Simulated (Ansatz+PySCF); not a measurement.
The numbers below are computed, except where a source is named.
## Several solutions for singlet F2

```json
{"atom": "F", "x (Å)": "0.0000", "y (Å)": "0.0000", "z (Å)": "-1.1356"}
{"atom": "F", "x (Å)": "0.0000", "y (Å)": "0.0000", "z (Å)": "1.1356"}
```

Basis set: STO-3G (spherical functions). Charge 0, multiplicity 1.

PBE0 (unrestricted) was run from several starts with Ansatz (development build ahead of 0.2.0) and PySCF 2.14.0.

```
run  program                        start  converged  energy (hartree)  <S²>
  A    PySCF             program defaults        yes        -196.30497  0.00
  B   Ansatz      stability test followed        yes        -196.40839  0.98
  C   Ansatz  search for the lowest state        yes        -196.40839  0.98
  D   Ansatz      atomic start, no search        yes        -196.30502  0.00
```

Question: Which runs reached the lowest solution of this kind, and what is wrong with the others?

Answer: B, C reached the lowest solution found. Converged but too high: A by 2.81 eV, D by 2.81 eV. Convergence only shows a stationary point, and even a stable one can lie too high; stability tests and further starts are what find lower ones. Caution: the unrestricted determinant is a mixture of spin states.
